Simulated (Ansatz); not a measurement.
**One shape, several levels: singlet OF−**

We compute a comparison of 6 runs (B2PLYP/STO-3G, BHLYP/STO-3G, CAM-B3LYP/STO-3G, PBE/STO-3G, r2SCAN0/STO-3G, CCSDT(Q)/STO-3G) of singlet OF−. 

The results are computed with Ansatz 0.2.0.

48 further runs of the same task are left out: 7 that didn't finish, 41 set aside as unsound or not needed.

### 1 The system as given

OF−: 2 atoms, total charge -1, spin state singlet. As SMILES of the parent species, `[O]F`. Geometry: relaxed at PBE0-D4/def2-TZVP. That shape belongs to the parent species and isn't relaxed for this state.

Bond lengths: O1–F2 1.330 Å.

### 2 A single-point energy at B2PLYP/STO-3G (run 1)

job.yaml reads:

```yaml
crystal:
  periodic: [false, false, false]
  atoms:
    - {symbol: O, position_ang: [0.000000, 0.000000, -0.015950]}
    - {symbol: F, position_ang: [-0.000000, -0.000000, 1.314400]}
basis:
  gaussian: {orbitals: STO-3G}
total_charge: -1
hamiltonian: {xc: {name: B2PLYP}}
correlation: {frozen_orbitals: {F: 1, O: 1}}
accuracy: high
```

Started as:

```
$ ansatz run job.yaml --threads 1 --pin off --max-ram 3480MiB --events-out events.jsonl --progress --plain --runs-dir runs
```

What it wrote:

```text
Warning: RAYON_NUM_THREADS=1 ignored (pool sized by the plan → 1); use --threads N
Functional definition: B2PLYP
  name "B2PLYP"
  parameter a = 0.53
  parameter c = 0.27
  exchange = (1 - a)*b88_x + a*exact_x
  correlation = (1 - c)*lyp_c + c*(mp2_os + mp2_ss)
149 factors; integrals over basis functions are off by at most 3.2e-8 eV
mean field evaluation 1: about -4678.6976 eV, gradient 2.1e1 eV
mean field evaluation 2: about -4678.7409 eV, gradient 2.1e1 eV
mean field evaluation 4: about -4680.2737 eV, gradient 1.5e-1 eV
mean field evaluation 8: about -4680.2715 eV, gradient 1.3e-4 eV
mean field -4680.27149255 eV, -171.9968049492 hartree, gradient 2.4e-9 eV, S^2 0.000000; 0 other end points of the search recorded, 0 dependent functions left out
2 core orbitals not correlated: weight in the atoms' cores, before any rotation towards them, 1.000 or more for the frozen orbitals, at most 0.000 for the correlated occupied ones
reference -4680.27149958 eV, -171.9968052077 hartree; 7, 7 occupied and 1, 1 virtual orbitals, 149 factors
second order -0.97304167 eV of doubles, -0.00000000 eV of singles
Total energy: -4680.53422083 eV, -172.0064600356 hartree
```

It took 0.38 s on 1 thread of Intel Xeon 6975P-C (Granite Rapids), shared host.

### 3 A single-point energy at BHLYP/STO-3G (run 2)

input.yaml reads:

```yaml
crystal:
  periodic: [false, false, false]
  atoms:
    - {symbol: O, position_ang: [0.000000, 0.000000, -0.015950]}
    - {symbol: F, position_ang: [-0.000000, -0.000000, 1.314400]}
basis:
  gaussian:
    orbitals: STO-3G
total_charge: -1
hamiltonian:
  xc: {name: BHLYP}
accuracy: high
```

Started as:

```
$ ansatz run input.yaml --threads 1 --pin off --max-ram 3480MiB --events-out events.jsonl --progress --plain --runs-dir runs
```

What it wrote:

```text
Warning: RAYON_NUM_THREADS=1 ignored (pool sized by the plan → 1); use --threads N
Functional definition: BHLYP
  name "BHLYP"
  parameter a = 0.5
  exchange = (1 - a)*b88_x + a*exact_x
  correlation = lyp_c
149 factors; integrals over basis functions are off by at most 3.2e-8 eV
mean field evaluation 1: about -4683.4932 eV, gradient 2.1e1 eV
mean field evaluation 2: about -4684.8467 eV, gradient 7.5e0 eV
mean field evaluation 4: about -4685.0532 eV, gradient 1.4e-1 eV
mean field evaluation 8: about -4685.1076 eV, gradient 1.2e-3 eV
mean field -4685.10762914 eV, -172.1745296909 hartree, gradient 8.3e-8 eV, S^2 0.000000; 0 other end points of the search recorded, 0 dependent functions left out
reference -4685.10763664 eV, -172.1745299663 hartree; 9, 9 occupied and 1, 1 virtual orbitals, 149 factors
Total energy: -4685.10763664 eV, -172.1745299663 hartree
```

Run time: 0.2 s. Hardware: 1 thread of Intel Xeon 6975P-C (Granite Rapids), shared host.

Runs 3 to 5 aren't shown in full; the table further down has their settings and results.

### 4 A single-point energy at CCSDT(Q)/STO-3G (run 6)

molecule.yaml reads:

```yaml
crystal:
  periodic: [false, false, false]
  atoms:
    - {symbol: O, position_ang: [0.000000, 0.000000, -0.015950]}
    - {symbol: F, position_ang: [-0.000000, -0.000000, 1.314400]}
basis:
  gaussian:
    orbitals: STO-3G
total_charge: -1
correlation:
  method: ccsdt_q
  frozen_orbitals: {F: 1, O: 1}
accuracy: high
scf:
  omitted_lower_state_checks: [cluster_reference, increment]
```

Started as:

```
$ ansatz run molecule.yaml --threads 1 --pin off --max-ram 3480MiB --events-out events.jsonl --progress --plain --runs-dir runs
```

What it wrote (excerpt; [...] marks lines left out):

```text
Warning: RAYON_NUM_THREADS=1 ignored (pool sized by the plan → 1); use --threads N
Functional definition: HF
  name "HF"
[...]
149 factors; integrals over basis functions are off by at most 3.2e-8 eV
[...]
mean field -4668.02134421 eV, -171.5466203010 hartree, gradient 3.1e-9 eV, S^2 0.000000; 0 other end points of the search recorded, 0 dependent functions left out
2 core orbitals not correlated: weight in the atoms' cores, before any rotation towards them, 1.000 or more for the frozen orbitals, at most 0.000 for the correlated occupied ones
reference -4668.02134421 eV, -171.5466203010 hartree; 7, 7 occupied and 1, 1 virtual orbitals, 149 factors
second order -0.72150668 eV of doubles, -0.00000000 eV of singles
cycle   1  -0.91780890 eV  change   -2.0e-1 eV  update   3.4e-2
[...]
cycle  15  -1.02811419 eV  change   3.9e-10 eV  update  8.2e-10
perturbative correction 0.00000000 eV, 0.0000000000 hartree
Total energy: -4669.04945840 eV, -171.5844028006 hartree
Checks for a lower state left out: cluster_reference, increment
```

Wall time 0.08 s (1 thread of Intel Xeon 6975P-C (Granite Rapids), shared host).

### 5 Overview of the runs

| run | level | frozen core orbitals | energy (Eh) | wall time |
| --- | --- | --- | --- | --- |
| 1 | B2PLYP/STO-3G | 2 | -172.006460 | 0.38 s |
| 2 | BHLYP/STO-3G | – | -172.174530 | 0.2 s |
| 3 | CAM-B3LYP/STO-3G | – | -172.142925 | 0.26 s |
| 4 | PBE/STO-3G | – | -172.020540 | 0.2 s |
| 5 | r2SCAN0/STO-3G | – | -172.161369 | 0.48 s |
| 6 | CCSDT(Q)/STO-3G | 2 | -171.584403 | 0.08 s |

### 6 Summary of results

```
                                          quantity          value
                               run 6: total energy  -171.58440 Eh
run 6: correlation energy (2 core orbitals frozen)      -37.8 mEh
                              run 6: T1 diagnostic          0.005
```

What this shows: Totals of different functionals can't be ranked against each other. In runs 1, 2, 3, 4, 5, 6 the basis is minimal, so the values are rough. All runs together took 1.6 s, the longest 0.48 s.
